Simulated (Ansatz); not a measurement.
Write a Python script for Ansatz 0.2.0 through its Python package that makes harmonic frequencies at the relaxed geometry of CN (charge +1). Level of theory (for the species named): PBE0, def2-SVP basis, multiplicity 3, D3BJ dispersion.

```json
{"atom": "C", "x (Å)": "0.0000", "y (Å)": "0.0000", "z (Å)": "0.0000"}
{"atom": "N", "x (Å)": "0.0000", "y (Å)": "0.0000", "z (Å)": "1.4650"}
```

`freq_cn.py`:
```python
import argparse
import itertools

import ansatz
from ase import Atoms
from ase.data import atomic_numbers, covalent_radii
import numpy as np

parser = argparse.ArgumentParser(description="Harmonic frequencies of CN(+) at its relaxed geometry.")
parser.add_argument("--basis-set", required=True, help="Gaussian basis set")
parser.add_argument("--xc", required=True, help="exchange-correlation functional")
parser.add_argument("--dispersion", required=True, help="dispersion correction")
parser.add_argument("--net-charge", type=int, default=1, help="electrons removed")
args = parser.parse_args()

atoms = Atoms(["C", "N"], positions=[
    (0.0, 0.0, 0.0),
    (0.0, 0.0, 1.465),
])
molecule = ansatz.Crystal.molecule_from_ase(atoms)

calculation = molecule.calculation()
calculation = calculation.basis(gaussian=args.basis_set)
calculation = calculation.functional(args.xc, dispersion=args.dispersion)
calculation = calculation.charge(args.net_charge)
calculation = calculation.spin("collinear", total=2)
symbols = [site.symbol for site in molecule.cartesian_sites]
start = np.array([site.position_ang for site in molecule.cartesian_sites], dtype=float)
summary = calculation.relax(force_tolerance=0.003).run(threads=1, backend="cpu").report
end = np.array(summary["positions_ang"])

radius = [covalent_radii[atomic_numbers[s]] for s in symbols]
span = lambda where, i, j: np.linalg.norm(where[i] - where[j])
bonded = [(i, j) for i, j in itertools.combinations(range(len(symbols)), 2) if min(span(start, i, j), span(end, i, j)) < 1.2 * (radius[i] + radius[j])]
print("pair        before    after (A)")
for i, j in bonded:
    print(f"{symbols[i]}{i}-{symbols[j]}{j}".ljust(10), f"{span(start, i, j):8.4f} {span(end, i, j):8.4f}")

minimum = ansatz.Crystal.molecule()
for symbol, place in zip(symbols, end):
    minimum = minimum.atom(symbol, place.tolist())
vibrating = (
    minimum.calculation()
    .basis(gaussian=args.basis_set)
    .functional(args.xc, dispersion=args.dispersion)
    .charge(args.net_charge)
    .spin("collinear", total=2)
    .phonons(temperatures=(298.15, 498.15, 100))
)
vib = vibrating.run(threads=1, backend="cpu").report["vibrations"]
sums = vib["harmonic_sums"]
modes = [m["omega_inv_cm"] for m in sums["modes_at_gamma"] if m["rigid_motion"] == "no"]
print("frequencies (1/cm):", " ".join(f"{w:.0f}" for w in modes))
print("imaginary modes:", sum(w < 0 for w in modes), " zero-point energy:", round(sums["zero_point_energy_ev"], 4), "eV")
```

```console
$ python freq_cn.py --basis-set def2-SVP --xc pbe0 --dispersion d3bj
pair        before    after (A)
C0-N1        1.4650   1.2283
frequencies (1/cm): 1890
imaginary modes: 0  zero-point energy: 0.1172 eV
```

Caveats:
- The frequencies are harmonic and unscaled, in a modest basis. The result belongs to the one conformer reached from this start, and soft torsions count as harmonic oscillators.
- The species is open-shell (spin multiplicity 3).
- The spin state was assumed, and another may lie lower.
- Finished in 16 s on 1 thread of Arm Neoverse N1 (shared host), peak memory 0.16 GiB.
